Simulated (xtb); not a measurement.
xtb input (GFN1-xTB):

```bash
xtb mol.xyz --gfn 1 --sp --chrg 1 --uhf 0
```
mol.xyz:
```
10

O      0.33202246     1.26333195     0.22164394
C      0.04689931     0.01703971     0.00188739
N      0.96756786    -0.88784036    -0.18696653
C     -1.39460548    -0.30999386    -0.02027044
H      0.70599867    -1.84972292    -0.35549509
H     -1.87846756     0.29343208    -0.79149716
H     -1.57306342    -1.36514710    -0.20795893
H     -1.83354797    -0.02170943     0.93746522
H      1.95893566    -0.68158913    -0.17512909
H      1.27722700     1.49068828     0.23852760
```

End of the output:

```
         :::::::::::::::::::::::::::::::::::::::::::::::::::::
         ::                     SUMMARY                     ::
         :::::::::::::::::::::::::::::::::::::::::::::::::::::
         :: total energy             -14.916083883088 Eh    ::
         :: gradient norm              0.015717070091 Eh/a0 ::
         :: HOMO-LUMO gap              5.586209041244 eV    ::
         ::.................................................::
         :: SCC energy               -15.085179435689 Eh    ::
         :: -> electrostatic           0.154174671351 Eh    ::
         :: repulsion energy           0.171528301892 Eh    ::
         :: dispersion energy         -0.002432749291 Eh    ::
         :: halogen bond corr.         0.000000000000 Eh    ::
         :: add. restraining           0.000000000000 Eh    ::
         :: total charge               1.000000000000 e     ::
         :::::::::::::::::::::::::::::::::::::::::::::::::::::

           -------------------------------------------------
          |                Property Printout                |
           -------------------------------------------------

    * Orbital Energies and Occupations

         #    Occupation            Energy/Eh            Energy/eV
      -------------------------------------------------------------
         1        2.0000           -1.0638274             -28.9482
         2        2.0000           -1.0498105             -28.5668
         3        2.0000           -0.9366820             -25.4884
         4        2.0000           -0.8833156             -24.0362
         5        2.0000           -0.8747177             -23.8023
         6        2.0000           -0.8480822             -23.0775
         7        2.0000           -0.8296147             -22.5750
         8        2.0000           -0.7982531             -21.7216
         9        2.0000           -0.7479298             -20.3522
        10        2.0000           -0.7404947             -20.1499
        11        2.0000           -0.7311595             -19.8959
        12        2.0000           -0.7164765             -19.4963 (HOMO)
        13                         -0.5111871             -13.9101 (LUMO)
        14                         -0.3676084             -10.0031
        15                         -0.3448336              -9.3834
        16                         -0.3289472              -8.9511
        17                         -0.2928636              -7.9692
Note: The following floating-point exceptions are signalling: IEEE_DENORMAL
normal termination of xtb
        18                         -0.2602141              -7.0808
        19                         -0.2559001              -6.9634
        20                         -0.1073639              -2.9215
        21                         -0.0283078              -0.7703
        22                          0.0211154               0.5746
        23                          0.0524379               1.4269
       ...                                ...                  ...
        28                          0.3269646               8.8972
      -------------------------------------------------------------
                  HL-Gap            0.2052894 Eh            5.5862 eV
             Fermi-level           -0.6138318 Eh          -16.7032 eV

  Mulliken/CM5 charges         n(s)   n(p)   n(d)
     1O    -0.41974 -0.61987   1.669  4.751  0.000
     2C     0.48892  0.57329   1.009  2.502  0.000
     3N    -0.31721 -0.78377   1.422  3.895  0.000
     4C    -0.10379 -0.24134   1.020  3.083  0.000
     5H     0.29385  0.48361   0.706  0.000  0.000
     6H     0.12693  0.18207   0.873  0.000  0.000
     7H     0.08764  0.14367   0.912  0.000  0.000
     8H     0.12693  0.18207   0.873  0.000  0.000
     9H     0.29227  0.48245   0.708  0.000  0.000
    10H     0.42419  0.59782   0.576  0.000  0.000

Wiberg/Mayer (AO) data.
largest (>0.10) Wiberg bond orders for each atom

 ---------------------------------------------------------------------------
     #   Z sym  total        # sym  WBO       # sym  WBO       # sym  WBO
 ---------------------------------------------------------------------------
     1   8 O    2.216 --     2 C    1.246    10 H    0.805     3 N    0.116
     2   6 C    3.828 --     3 N    1.491     1 O    1.246     4 C    1.045
     3   7 N    3.435 --     2 C    1.491     5 H    0.887     9 H    0.887
                             1 O    0.116
     4   6 C    3.967 --     2 C    1.045     7 H    0.981     8 H    0.937
                             6 H    0.937
     5   1 H    0.917 --     3 N    0.887
     6   1 H    0.984 --     4 C    0.937
     7   1 H    0.989 --     4 C    0.981
     8   1 H    0.984 --     4 C    0.937
     9   1 H    0.913 --     3 N    0.887
    10   1 H    0.824 --     1 O    0.805
 ---------------------------------------------------------------------------

Topologies differ in total number of bonds
Writing topology from bond orders to xtbtopo.mol

 dipole moment from electron density (au)
     X       Y       Z
   1.3049  -0.8518  -0.1892  total (Debye):    3.990

           -------------------------------------------------
          | TOTAL ENERGY              -14.916083883088 Eh   |
          | GRADIENT NORM               0.015717070091 Eh/α |
          | HOMO-LUMO GAP               5.586209041244 eV   |
           -------------------------------------------------

------------------------------------------------------------------------
------------------------------------------------------------------------
 total:
 SCF:
```

It need not be the lowest isomer of its formula.
